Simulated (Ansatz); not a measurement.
# H5OSSi (charge +1): molecular dynamics

The plan is to follow the molecule's vibrations and see whether its bonds hold. The start is relaxed first. Runs: 300 steps of 0.5 fs at constant energy, with velocities drawn for 400 K. SMILES of the start: [SiH3]O[SH2+].

All numbers below are computed with Ansatz 0.2.0 (RKS PBE-D4/def2-SVP).

### Step 1. The structure to begin with

Bond lengths: Si1–O2 1.755 Å, O2–S3 1.555 Å, Si1–H4 1.457 Å, Si1–H5 1.457 Å, Si1–H6 1.452 Å, S3–H7 1.383 Å, S3–H8 1.382 Å. Angles: Si1–O2–S3 139.7°, O2–Si1–H4 103.7°, O2–Si1–H5 103.5°, O2–Si1–H6 93.2°, H4–Si1–H5 114.2°, H4–Si1–H6 118.5°, H5–Si1–H6 118.4°, O2–S3–H7 99.0°, O2–S3–H8 98.7°, H7–S3–H8 90.6°.

As a file:

```xyz
8

Si   -0.7999    1.0531   -0.5650
O     0.1367   -0.1002    0.3689
S     0.8987   -1.4422    0.1752
H    -1.9055    0.2591   -1.0845
H     0.1378    1.5082   -1.5834
H    -1.0422    1.9095    0.5820
H     2.0935   -1.1010    0.7823
H     0.4809   -2.0864    1.3244
```

### Step 2. Preparing the start

File input.yaml:

```yaml
crystal:
  periodic: [false, false, false]
  atoms:
    - { symbol: Si, position_ang: [-0.7999, 1.05305, -0.56496] }
    - { symbol: O, position_ang: [0.13669, -0.10017, 0.36889] }
    - { symbol: S, position_ang: [0.8987, -1.44219, 0.17518] }
    - { symbol: H, position_ang: [-1.90549, 0.25912, -1.08446] }
    - { symbol: H, position_ang: [0.13781, 1.50816, -1.58338] }
    - { symbol: H, position_ang: [-1.04222, 1.90948, 0.58199] }
    - { symbol: H, position_ang: [2.09346, -1.10102, 0.78235] }
    - { symbol: H, position_ang: [0.48095, -2.08643, 1.3244] }
total_charge: 1
basis:
  gaussian: { orbitals: def2-SVP }
hamiltonian:
  xc: pbe
  dispersion: d4
relax:
  f_tol: 0.02
  max_steps: 40
```

Launch:

```bash
> ansatz run input.yaml --threads 1 --pin off --max-ram 2048MiB --backend cpu --events-out ev --progress --plain --runs-dir out
```

The program printed (excerpt; [...] marks lines left out):

```text
Warning: RAYON_NUM_THREADS=1 ignored (pool sized by the plan → 1); use --threads N
[...]
Functional definition: PBE
[...]
834 factors; their error is unknown
[...]
mean field -20814.11564504 eV, -764.9046416409 hartree, gradient 3.3e-5 eV, S^2 0.000000; 0 other end points of the search recorded, 0 dependent functions left out
[...]
reference -20814.11567743 eV, -764.9046428313 hartree; 21, 21 occupied and 54, 54 virtual orbitals, 834 factors
relax step   1: F+E_penalty+E_count = -20814.23482899 eV  Δ(F+E_penalty+E_count) = +0.000e0 eV  max|allowed force component| = 6.989e-1 eV/Å  Δτ_max = 0.0000 Å  (25 SCF iters, accepted)
[...]
relax step   6: F+E_penalty+E_count = -20814.42109646 eV  Δ(F+E_penalty+E_count) = -1.511e-3 eV  max|allowed force component| = 2.064e-2 eV/Å  Δτ_max = 0.0139 Å  (27 SCF iters, accepted)
[...]
relax step   7: F+E_penalty+E_count = -20814.42114812 eV  Δ(F+E_penalty+E_count) = -5.166e-5 eV  max|allowed force component| = 8.717e-3 eV/Å  Δτ_max = 0.0027 Å  (21 SCF iters, accepted)
834 factors; their error is unknown
[...]
mean field -20814.30200864 eV, -764.9114903767 hartree, gradient 1.2e-5 eV, S^2 0.000000; 1 other end points of the search recorded, 0 dependent functions left out
[...]
reference -20814.30204111 eV, -764.9114915701 hartree; 21, 21 occupied and 54, 54 virtual orbitals, 834 factors
Total energy: -20814.42118060 eV, -764.9158698655 hartree
Atom 0 at    -0.781628     1.045434    -0.522555 Å, force    -0.003337     0.003589    -0.006689 eV/Å
Atom 1 at     0.168019    -0.011045     0.586831 Å, force     0.006585    -0.008717     0.006929 eV/Å
Atom 2 at     0.871104    -1.388446     0.179741 Å, force    -0.000386    -0.000769    -0.003074 eV/Å
Atom 3 at    -1.879663     0.182820    -1.054023 Å, force     0.000174     0.000426     0.000371 eV/Å
Atom 4 at     0.179762     1.486803    -1.577249 Å, force    -0.000898     0.000534     0.000181 eV/Å
Atom 5 at    -1.199780     2.094933     0.445101 Å, force    -0.000746     0.001348     0.000552 eV/Å
Atom 6 at     2.142756    -1.210067     0.702527 Å, force    -0.000193     0.001489     0.000953 eV/Å
Atom 7 at     0.499432    -2.200432     1.239637 Å, force    -0.001199     0.002100     0.000777 eV/Å
Dipole moment:     0.411116    -0.605815     0.139178 e Å
```

Run time: 12 s. Hardware: 1 thread of Arm Neoverse V2, shared host; peak memory 0.14 GiB.

Step by step:

```csv
step,energy from step 1 (eV),largest force component (eV/Å)
1,0.0000,0.6989
2,-0.1303,0.4566
3,-0.1484,0.4271
4,-0.1815,0.2389
5,-0.1848,0.0912
6,-0.1863,0.0206
7,-0.1863,0.0087
```

Step 1 is the start.

After: Bond lengths: Si1–O2 1.802 Å, O2–S3 1.599 Å, Si1–H4 1.494 Å, Si1–H5 1.494 Å, Si1–H6 1.488 Å, S3–H7 1.386 Å, S3–H8 1.386 Å. Angles: Si1–O2–S3 125.4°, O2–Si1–H4 105.5°, O2–Si1–H5 105.6°, O2–Si1–H6 99.3°, H4–Si1–H5 113.1°, H4–Si1–H6 115.6°, H5–Si1–H6 115.6°, O2–S3–H7 101.3°, O2–S3–H8 101.1°, H7–S3–H8 91.9°.

### Step 3. Dynamics

300 steps of 0.5 fs at constant energy, with velocities drawn for 400 K, from the relaxed start.

File input.yaml:

```yaml
crystal:
  periodic: [false, false, false]
  atoms:
    - { symbol: Si, position_ang: [-0.781628, 1.045434, -0.522555] }
    - { symbol: O, position_ang: [0.168019, -0.011045, 0.586831] }
    - { symbol: S, position_ang: [0.871104, -1.388446, 0.179741] }
    - { symbol: H, position_ang: [-1.879663, 0.18282, -1.054023] }
    - { symbol: H, position_ang: [0.179762, 1.486803, -1.577249] }
    - { symbol: H, position_ang: [-1.19978, 2.094933, 0.445101] }
    - { symbol: H, position_ang: [2.142756, -1.210067, 0.702527] }
    - { symbol: H, position_ang: [0.499432, -2.200432, 1.239637] }
total_charge: 1
basis:
  gaussian: { orbitals: def2-SVP }
hamiltonian:
  xc: pbe
  dispersion: d4
md:
  timestep: 0.5
  n_steps: 300
  ensemble: nve
  temperature: 400.0
  initial_velocities: maxwell_boltzmann
  seed: 738608
```

Launch:

```bash
> ansatz run input.yaml --threads 1 --pin off --max-ram 2048MiB --backend cpu --events-out ev --progress --plain --runs-dir out
```

The program printed (excerpt; [...] marks lines left out):

```text
Warning: RAYON_NUM_THREADS=1 ignored (pool sized by the plan → 1); use --threads N
[...]
[... 1 set-up line as earlier in the session ...]
[...]
834 factors; their error is unknown
[...]
mean field -20814.30201409 eV, -764.9114905771 hartree, gradient 4.4e-5 eV, S^2 0.000000; 0 other end points of the search recorded, 0 dependent functions left out
[...]
reference -20814.30204652 eV, -764.9114917688 hartree; 21, 21 occupied and 54, 54 virtual orbitals, 834 factors
md step     0: t =     0.00 fs  T =   400.0 K  F+E_penalty+E_count = -20814.42115358 eV  E_kin = 0.310224 eV  conserved = -20814.11092959 eV  (25 SCF iters)
[...]
md step    20: t =    10.00 fs  T =   105.5 K  F+E_penalty+E_count = -20814.19108138 eV  E_kin = 0.081823 eV  conserved = -20814.10925831 eV  (26 SCF iters)
[...]
md step    40: t =    20.00 fs  T =   247.7 K  F+E_penalty+E_count = -20814.30208876 eV  E_kin = 0.192141 eV  conserved = -20814.10994747 eV  (28 SCF iters)
[...]
md step    60: t =    30.00 fs  T =   197.1 K  F+E_penalty+E_count = -20814.26274149 eV  E_kin = 0.152888 eV  conserved = -20814.10985307 eV  (28 SCF iters)
[...]
md step    80: t =    40.00 fs  T =   233.8 K  F+E_penalty+E_count = -20814.29148539 eV  E_kin = 0.181335 eV  conserved = -20814.11015072 eV  (27 SCF iters)
md step    81: t =    40.50 fs  T =   256.2 K  F+E_penalty+E_count = -20814.30906356 eV  E_kin = 0.198701 eV  conserved = -20814.11036211 eV  (27 SCF iters)
```

### Step 4. The log goes on: dynamics from the start

The log, continued (excerpt; [...] marks lines left out):

```text
md step    82: t =    41.00 fs  T =   271.5 K  F+E_penalty+E_count = -20814.32100305 eV  E_kin = 0.210561 eV  conserved = -20814.11044197 eV  (27 SCF iters)
[...]
md step   107: t =    53.50 fs  T =   200.3 K  F+E_penalty+E_count = -20814.26533483 eV  E_kin = 0.155382 eV  conserved = -20814.10995300 eV  (26 SCF iters)
[...]
md step   132: t =    66.00 fs  T =   134.4 K  F+E_penalty+E_count = -20814.21355909 eV  E_kin = 0.104257 eV  conserved = -20814.10930239 eV  (27 SCF iters)
[...]
md step   157: t =    78.50 fs  T =   218.6 K  F+E_penalty+E_count = -20814.27936428 eV  E_kin = 0.169565 eV  conserved = -20814.10979932 eV  (28 SCF iters)
[...]
md step   182: t =    91.00 fs  T =   237.4 K  F+E_penalty+E_count = -20814.29457120 eV  E_kin = 0.184090 eV  conserved = -20814.11048108 eV  (27 SCF iters)
md step   183: t =    91.50 fs  T =   217.0 K  F+E_penalty+E_count = -20814.27859306 eV  E_kin = 0.168285 eV  conserved = -20814.11030788 eV  (27 SCF iters)
md step   184: t =    92.00 fs  T =   190.9 K  F+E_penalty+E_count = -20814.25802734 eV  E_kin = 0.148043 eV  conserved = -20814.10998416 eV  (27 SCF iters)
```

### Step 5. The output, continued: dynamics from the start

Output, continued (excerpt; [...] marks lines left out):

```text
md step   185: t =    92.50 fs  T =   165.9 K  F+E_penalty+E_count = -20814.23824330 eV  E_kin = 0.128664 eV  conserved = -20814.10957902 eV  (27 SCF iters)
[...]
md step   206: t =   103.00 fs  T =   265.1 K  F+E_penalty+E_count = -20814.31585405 eV  E_kin = 0.205586 eV  conserved = -20814.11026824 eV  (28 SCF iters)
[...]
md step   227: t =   113.50 fs  T =   162.3 K  F+E_penalty+E_count = -20814.23528861 eV  E_kin = 0.125841 eV  conserved = -20814.10944713 eV  (28 SCF iters)
[...]
md step   248: t =   124.00 fs  T =   245.9 K  F+E_penalty+E_count = -20814.30127314 eV  E_kin = 0.190685 eV  conserved = -20814.11058788 eV  (26 SCF iters)
[...]
md step   299: t =   149.50 fs  T =   152.8 K  F+E_penalty+E_count = -20814.22783854 eV  E_kin = 0.118505 eV  conserved = -20814.10933393 eV  (27 SCF iters)
[...]
md step   300: t =   150.00 fs  T =   164.7 K  F+E_penalty+E_count = -20814.23729754 eV  E_kin = 0.127699 eV  conserved = -20814.10959882 eV  (27 SCF iters)
Total energy: -20814.23732841 eV, -764.9091134224 hartree
Atom 0 at    -0.770068     1.085156    -0.512016 Å, force     0.761960     1.088924    -0.333030 eV/Å
Atom 1 at    -0.120303    -0.207526     0.514057 Å, force     0.581988    -0.532427    -0.016286 eV/Å
Atom 2 at     1.017723    -1.334069     0.207822 Å, force    -1.738488     0.894380    -1.855282 eV/Å
Atom 3 at    -2.096546     1.251261     0.089284 Å, force    -0.400040    -0.014724     0.229286 eV/Å
Atom 4 at    -0.791489     0.626446    -1.932832 Å, force     0.049905    -0.185370     0.011985 eV/Å
Atom 5 at     0.143896     2.320040    -0.342918 Å, force    -0.416498    -0.728352    -0.026468 eV/Å
Atom 6 at     1.789489    -1.161677     1.257914 Å, force     0.946483    -0.055267     1.624932 eV/Å
Atom 7 at     0.288045    -2.399679     0.652836 Å, force     0.214689    -0.467162     0.364862 eV/Å
Dipole moment:     0.480977    -0.682038     0.189206 e Å
```

It took 7.2 min on 1 thread of Arm Neoverse V2, shared host; peak memory 0.12 GiB.

### Step 6. The trajectory

The trajectory, every 12 steps (energies from step 0):

```csv
time (fs),T (K),potential energy change (meV/atom),total energy change (meV/atom)
0.0,400,0.0,0.00
6.0,197,19.8,0.12
12.0,177,21.8,0.15
18.0,183,21.3,0.20
24.0,161,23.3,0.20
30.0,197,19.8,0.13
36.0,266,13.0,0.04
42.0,274,12.3,0.08
48.0,179,21.5,0.12
54.0,231,16.5,0.08
60.0,215,18.1,0.15
66.0,134,25.9,0.20
72.0,167,22.8,0.17
78.0,245,15.1,0.10
84.0,230,16.6,0.11
90.0,248,14.8,0.06
96.0,317,8.1,0.01
102.0,225,17.1,0.14
108.0,88,30.5,0.22
114.0,156,23.8,0.20
120.0,221,17.5,0.13
126.0,211,18.4,0.10
132.0,299,9.8,0.02
138.0,244,15.2,0.06
144.0,188,20.7,0.16
150.0,165,23.0,0.17
```

time (fs), T (K) and a bar:
```
      0.0        400 ##############################
      6.5        215 ########
     13.0        274 ###############
     19.5        221 #########
     26.0        179 ####
     32.5        145 
     39.0        188 #####
     45.5        154 #
     52.0        145 
     58.5        226 ##########
     65.0        157 #
     71.5        169 ###
     78.5        219 #########
     85.0        175 ####
     91.5        217 ########
     98.0        282 ################
    104.5        265 ##############
    111.0        250 ############
    117.5        324 #####################
    124.0        246 ############
    130.5        224 #########
    137.0        201 #######
    143.5        164 ##
    150.0        165 ##
```

Maxima of the velocity power spectrum (cm⁻¹, relative height; resolution about 440 cm⁻¹): 890 (70), 2390 (100).

### Step 7. Snapshots as a file

Positions (Å) and forces (eV/Å):

```xyz
8
time_fs=19.0 T=199 dE=0.1570
Si   -0.759    1.023   -0.524   -0.276    1.215    0.863
O     0.114   -0.018    0.623    0.524   -0.737    0.249
S     0.872   -1.360    0.161    1.492    0.019    0.808
H    -1.946    0.254   -0.892   -0.540   -0.278   -0.179
H     0.138    1.265   -1.662    0.338    0.073   -0.321
H    -0.992    2.219    0.418    0.090   -0.618   -0.588
H     2.189   -1.242    0.815   -1.281    0.122   -0.781
H     0.557   -2.288    1.150   -0.347    0.203   -0.051
8
time_fs=37.5 T=198 dE=0.1577
Si   -0.765    1.028   -0.527    0.176   -0.367   -0.150
O     0.097   -0.051    0.673   -0.287    0.373   -0.585
S     0.895   -1.353    0.150   -2.242    0.049   -0.754
H    -2.097    0.395   -0.836    0.241    0.032    0.094
H     0.197    0.999   -1.685   -0.179    0.028    0.055
H    -0.840    2.329    0.169    0.025    0.105    0.203
H     2.033   -1.136    0.752    1.833    0.008    1.129
H     0.365   -2.244    1.067    0.435   -0.227    0.008
8
time_fs=56.0 T=281 dE=0.0926
Si   -0.755    1.031   -0.531   -0.438   -1.160   -0.597
O     0.060   -0.077    0.661   -0.006   -0.014    0.050
S     0.897   -1.329    0.156    1.035   -0.196   -0.130
H    -2.160    0.437   -0.630    0.525    0.336   -0.021
H     0.060    0.852   -1.810   -0.265    0.126    0.447
H    -0.628    2.291    0.170    0.055    0.732    0.305
H     2.112   -1.238    0.887   -0.607    0.102   -0.287
H     0.497   -2.395    0.938   -0.300    0.074    0.234
8
time_fs=75.0 T=258 dE=0.1112
Si   -0.757    1.025   -0.517    0.100    1.235   -0.085
O     0.018   -0.086    0.625    0.376   -0.483   -0.181
S     0.926   -1.334    0.153    0.551    0.058    1.777
H    -2.197    0.696   -0.513   -0.230   -0.151    0.021
H    -0.087    0.806   -1.839    0.016   -0.129    0.050
H    -0.423    2.384    0.083   -0.136   -0.505   -0.185
H     2.019   -1.208    1.105   -0.747   -0.032   -0.982
H     0.386   -2.306    1.004    0.070    0.006   -0.414
8
time_fs=94.0 T=170 dE=0.1804
Si   -0.780    1.071   -0.526    0.740    0.082    0.588
O     0.014   -0.145    0.588   -0.602    0.754    0.241
S     0.952   -1.340    0.187   -1.303   -0.303   -2.385
H    -2.208    0.785   -0.365   -0.477   -0.009    0.092
H    -0.230    0.622   -1.818    0.117    0.074   -0.443
H    -0.281    2.407    0.001   -0.187   -0.478   -0.204
H     1.939   -1.176    1.018    1.568   -0.045    1.707
H     0.347   -2.428    0.778    0.144   -0.075    0.404
8
time_fs=112.5 T=199 dE=0.1573
Si   -0.783    1.083   -0.530   -0.752   -0.442    0.041
O    -0.039   -0.143    0.578    0.688   -0.784   -0.540
S     0.986   -1.356    0.185    0.114    0.803    1.534
H    -2.245    0.966   -0.149    0.417   -0.038   -0.150
H    -0.483    0.774   -1.968    0.066   -0.243    0.163
H    -0.164    2.324   -0.099    0.364    0.648    0.246
H     1.938   -1.300    1.296   -0.754    0.174   -1.117
H     0.376   -2.400    0.858   -0.143   -0.118   -0.178
8
time_fs=131.0 T=258 dE=0.1108
Si   -0.781    1.094   -0.511   -0.366   -0.902   -0.448
O    -0.038   -0.202    0.499   -0.945    0.802    0.679
S     0.981   -1.329    0.207    1.337   -1.132    0.350
H    -2.213    1.070   -0.027    0.394    0.066   -0.133
H    -0.558    0.492   -1.889   -0.138    0.390    0.257
H     0.011    2.288   -0.193    0.175    0.366    0.051
H     1.873   -1.226    1.322   -0.518   -0.075   -0.643
H     0.391   -2.492    0.753    0.060    0.485   -0.114
8
time_fs=150.0 T=165 dE=0.1839
Si   -0.770    1.085   -0.512    0.762    1.089   -0.333
O    -0.120   -0.207    0.514    0.582   -0.532   -0.016
S     1.018   -1.334    0.208   -1.738    0.894   -1.855
H    -2.096    1.251    0.089   -0.400   -0.015    0.229
H    -0.791    0.626   -1.933    0.050   -0.185    0.012
H     0.144    2.320   -0.343   -0.416   -0.728   -0.026
H     1.790   -1.162    1.258    0.947   -0.055    1.625
H     0.288   -2.400    0.653    0.215   -0.467    0.365
```

### Step 8. Summary of results

| quantity | value |
| --- | --- |
| relaxation of the start | 6 moves, 0.186 eV lower |
| length | 300 steps of 0.5 fs |
| temperature, first and last step | 400 and 165 K |
| temperature, second half | mean 214 K, from 75 to 333 K |
| potential energy, second half | +18 meV/atom from the start |
| largest change of the total energy | 0.25 meV/atom |
| bonds formed or broken | 0 |

What this shows: The temperature starts at 400 K and averages 214 K in the second half, where it ranges from 75 to 333 K. About half is expected from a start at a minimum: kinetic energy passes into potential energy until both shares match. The total energy strays from its start by at most 0.25 meV/atom, 1.2 % of the mean kinetic energy, which is good for a step of 0.5 fs. The bonding pattern survives the run. Averages from a run of 150 fs with 8 atoms are rough. The nuclei move classically, without zero-point motion, which matters most for hydrogen.
